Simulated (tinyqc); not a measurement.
Worked calculation: geometry optimisation on the UHF/sto-6g surface (energies and gradients from PySCF), for H2O+, spin multiplicity 2. Computed by tinyqc, a small Python program that keeps every step (integrals from PySCF). Settings: charge = 1, multiplicity = 2, basis = sto-6g, optimiser = bfgs, first Hessian = 1.0, largest step = 0.3, iteration cap = 30. Command: `OMP_NUM_THREADS=1 python tinyqc.py 28761 28762 out.jsonl` (the two numbers bound the seeds that draw the settings). One thread of a shared host (Intel(R) Xeon(R) Processor @ 2.60GHz), about 1 s of CPU time with the checks.

## Step 1: energy and gradient

positions at the start (bohr), order 1O, 2H, 3H:
$$\begin{pmatrix}
0.06047 & -0.14740 & -0.00189 \\
0.14551 & 1.54580 & 1.00722 \\
0.03402 & -1.42674 & 0.99400
\end{pmatrix}$$

Self-consistent energy and analytic gradient at these positions.

energy = -75.3383879 hartree

gradient (hartree/bohr), order 1O, 2H, 3H:
$$\begin{pmatrix}
-0.0055303 & -0.2461922 & 0.1712150 \\
0.0006085 & 0.0111834 & 0.0088424 \\
0.0049218 & 0.2350089 & -0.1800573
\end{pmatrix}$$

## Step 1: move

Quasi-Newton step p = -H^(-1) g (first H = 1 times the unit matrix); steps longer than 0.3 bohr are cut back (factor 0.711 here).

positions after step 1 (bohr), order 1O, 2H, 3H:
$$\begin{pmatrix}
0.06441 & 0.02774 & -0.12369 \\
0.14508 & 1.53784 & 1.00093 \\
0.03051 & -1.59393 & 1.12209
\end{pmatrix}$$

## Step 2: energy and gradient

As before.

energy = -75.3753800 hartree

gradient (hartree/bohr), order 1O, 2H, 3H:
$$\begin{pmatrix}
0.0021990 & 0.0654626 & -0.0116334 \\
-0.0017631 & -0.0364353 & -0.0186068 \\
-0.0004360 & -0.0290273 & 0.0302402
\end{pmatrix}$$

## Step 2: move

inverse Hessian in use (bohr^2/hartree):
```
          1         2         3         4         5         6         7         8
1   0.99987  -0.00500   0.00258   0.00005   0.00111   0.00061   0.00008   0.00388
2  -0.00500   0.81582   0.08812   0.00234   0.04782   0.02578   0.00265   0.13636
3   0.00258   0.08812   0.96651  -0.00153  -0.03144  -0.01649  -0.00105  -0.05668
4   0.00005   0.00234  -0.00153   0.99999  -0.00020  -0.00013  -0.00004  -0.00214
5   0.00111   0.04782  -0.03144  -0.00020   0.99604  -0.00259  -0.00091  -0.04386
6   0.00061   0.02578  -0.01649  -0.00013  -0.00259   0.99839  -0.00048  -0.02319
7   0.00008   0.00265  -0.00105  -0.00004  -0.00091  -0.00048   0.99997  -0.00174
8   0.00388   0.13636  -0.05668  -0.00214  -0.04386  -0.02319  -0.00174   0.90750
9  -0.00319  -0.11391   0.04999   0.00166   0.03403   0.01811   0.00152   0.07988

          9
1  -0.00319
2  -0.11391
3   0.04999
4   0.00166
5   0.03403
6   0.01811
7   0.00152
8   0.07988
9   0.93190
```

Quasi-Newton step p = -H^(-1) g (the inverse Hessian comes from BFGS updates; coordinates in the order x, y, z of each atom); steps longer than 0.3 bohr are cut back.

positions after step 2 (bohr), order 1O, 2H, 3H:
$$\begin{pmatrix}
0.06282 & -0.01500 & -0.12284 \\
0.14655 & 1.56828 & 1.01631 \\
0.03062 & -1.58163 & 1.10585
\end{pmatrix}$$

## Convergence

Stop when the largest gradient component is below 3e-5 hartree/bohr. The inverse Hessian follows the BFGS update with s = step, y = change of gradient.

Course of the optimisation:
```
step  E (hartree)  largest gradient (hartree/bohr)
1     -75.3383879                         2.46e-01
2     -75.3753800                         6.55e-02
3     -75.3784386                         2.01e-02
4     -75.3790334                         5.74e-03
5     -75.3790956                         4.50e-03
6     -75.3791635                         3.08e-03
7     -75.3791846                         1.67e-03
8     -75.3791893                         4.03e-04
9     -75.3791896                         4.83e-05
10    -75.3791896                         1.79e-06
```

Final distances (angstrom):
```
pair   distance
2H-1O   1.03232
3H-1O   1.03232
3H-2H   1.69102
```

Converged in 10 steps.
